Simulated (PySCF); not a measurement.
H3SiNH2, optimised at GFN2-xTB:

```xyz
7

N     -0.0562     0.7908    -1.5081
Si     0.0027     0.0512     0.0469
H      0.6690     0.5766    -2.1735
H     -0.2907     1.7685    -1.5702
H      0.1524    -1.3770    -0.2206
H      1.1039     0.4980     0.9156
H     -1.2715     0.3918     0.6747
```

Method: PySCF energies (xtb for GFN2) plus ideal-gas RRHO corrections (1 bar). 6-31G* has spherical d functions here. All species are closed-shell singlets. B3LYP is the form with VWN-RPA correlation. H3SiNH2: computed as isolated molecules; such fragments, hydroxides, amides, oligomers or adducts are transient or little studied in the gas.

Q: List the harmonic frequencies (cm⁻¹, unscaled) at this level and at the other levels, each on its own geometry.

A: 
- GFN2-xTB: 226, 523, 570, 578, 759, 809, 813, 842, 900, 1533, 2176, 2279, 2280, 3475, 3507
- B3LYP/6-31G*: 193, 444, 638, 709, 834, 923, 942, 993, 1012, 1630, 2192, 2252, 2258, 3553, 3643
- HF/6-31G*: 174, 411, 675, 773, 880, 1000, 1018, 1082, 1094, 1766, 2332, 2378, 2386, 3788, 3883
- PBE/def2-SVP: 206, 436, 614, 679, 816, 876, 895, 942, 962, 1501, 2097, 2166, 2173, 3478, 3570
- PBE0/def2-TZVP: 174, 389, 625, 701, 851, 916, 924, 978, 984, 1585, 2176, 2228, 2232, 3604, 3695
